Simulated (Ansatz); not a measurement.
[BH$_{2}$···H···SiH], doublet: transfer scan

Starting geometry:

```xyz
6

B    -2.0452    0.0347    0.0000
H    -2.6419    1.0683    0.0000
H    -2.6419   -0.9988    0.0000
H    -0.8517    0.0347    0.0000
Si    0.9588    0.0347    0.0000
H     1.3552   -1.4448    0.0000
```

From there atom H4 is moved from one fragment to the other while all else, the fragments' distance too, stays fixed; atoms are numbered as listed. Energies are in kcal/mol, counted from the starting geometry at the same level. Kohn–Sham curves are unrestricted where that lies lower.

Basis cc-pVDZ; Ansatz 0.2.0. Correlated methods freeze the noble-gas cores. R marks a restricted (for open shells ROHF) determinant, U an unrestricted one.

Full CI isn't at hand for all of this; UCCSDT(Q) serves as the reference, and is uncertain by the last step of the cluster series or more.

| distance B1-H4 (Å) | RPA-PBE |
| --- | --- |
| 1.110 | 3.9 |
| 1.194 | 0.0 |
| 1.246 | -0.3 |
| 1.299 | 0.7 |
| 1.352 | 2.8 |
| 1.405 | 5.8 |
| 1.458 | 9.7 |
| 1.511 | 14.5 |

Task: Estimate the UCCSDT(Q) curve in cc-pVDZ from this one, knowing how RPA-PBE differs from it in such a basis.

Result: The computed UCCSDT(Q) values, in kcal/mol from the starting point, and the difference of RPA-PBE against them:
```json
{"distance B1-H4 (Å)": "1.110", "UCCSDT(Q)": "3.1", "RPA-PBE less UCCSDT(Q)": "0.8"}
{"distance B1-H4 (Å)": "1.194", "UCCSDT(Q)": "0.0", "RPA-PBE less UCCSDT(Q)": "0.0"}
{"distance B1-H4 (Å)": "1.246", "UCCSDT(Q)": "0.3", "RPA-PBE less UCCSDT(Q)": "-0.6"}
{"distance B1-H4 (Å)": "1.299", "UCCSDT(Q)": "1.9", "RPA-PBE less UCCSDT(Q)": "-1.2"}
{"distance B1-H4 (Å)": "1.352", "UCCSDT(Q)": "4.5", "RPA-PBE less UCCSDT(Q)": "-1.7"}
{"distance B1-H4 (Å)": "1.405", "UCCSDT(Q)": "8.1", "RPA-PBE less UCCSDT(Q)": "-2.3"}
{"distance B1-H4 (Å)": "1.458", "UCCSDT(Q)": "12.5", "RPA-PBE less UCCSDT(Q)": "-2.8"}
{"distance B1-H4 (Å)": "1.511", "UCCSDT(Q)": "17.8", "RPA-PBE less UCCSDT(Q)": "-3.3"}
```

The difference spans 4.1 kcal/mol and is largest, -3.3 kcal/mol, at 1.511 Å.

In so small a basis both RPA and the reference are far from their limits and near them at different rates, so the difference would change in a larger set.
